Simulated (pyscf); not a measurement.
Thermochemistry of product channels of H₃C–CH₃ (SMILES CC) on the singlet surface, in kcal/mol, from ωB97M-D3(BJ)/def2-TZVP energies (ideal gas, 1 atm, RRHO with modes under 100 cm⁻¹ raised to 100, one conformer, R ln 2 for rigid chiral ones). PySCF, gas phase, ωB97X-D3(BJ)/def2-SVP geometries.

```tsv
products	ΔE	ΔH(298 K)	ΔG(298 K)	ΔG(1200 K)
H₂C=CH₂ (SMILES C=C) + H₂ (SMILES [H][H])	+40.8	+34.0	+25.3	-3.4
CH₂ (SMILES [CH2]) [singlet] + CH₄ (SMILES C)	+111.6	+105.2	+94.7	+61.6
```

The channel to H₂C=CH₂ + H₂ turns favourable between 298 and 1200 K (ΔG from +25.3 kcal/mol to -3.4 kcal/mol).

These are energies of the channels, which say nothing of barriers. CH₂ [singlet] is an excited spin state, 8.9 kcal/mol over the triplet at ωB97X-D3(BJ). A restricted singlet here is unstable towards spin polarisation, as is usual where a triplet lies low; its energy is less safe.
